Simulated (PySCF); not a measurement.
**Question.** Write Cartesian coordinates for `C=C[C@H](F)Cl` as optimised with GFN2-xTB.

**Answer.** 
```xyz
9
C3H4ClF angstrom
C      1.3617   -0.2513   -0.3074
C      0.2059    0.3776   -0.4169
C     -0.9632    0.1245    0.4731
F     -0.6535   -0.6716    1.5261
Cl    -2.2604   -0.6962   -0.4738
H      1.5320   -0.9868    0.4608
H      2.1792   -0.0459   -0.9753
H      0.0162    1.1109   -1.1866
H     -1.4045    1.0449    0.8749
```

Any rigid rotation of these coordinates is as good. Atoms count from 1 in this order. The 2 C–C bonds span 1.320 Å (C1=C2, drawn double) to 1.491 Å (C2–C3, drawn single), a spread of 0.171 Å. Of the pairs four or more bonds apart, F4···H6 is among the closest relative to their van der Waals radii: 2.45 Å, 92 % of the sum of Bondi's values.

Bonds between heavy atoms (Å): C1=C2 1.320, C2–C3 1.491, C3–F4 1.356, C3–Cl5 1.804.

Structure optimised with GFN2-xTB, isolated species.

Point group: C1 (no symmetry element, even within 0.4 Å). Whether it is a minimum is left open (no frequencies). The numbers are those of one conformer (C1–C2–C3–F4 9°).

These are computed values.
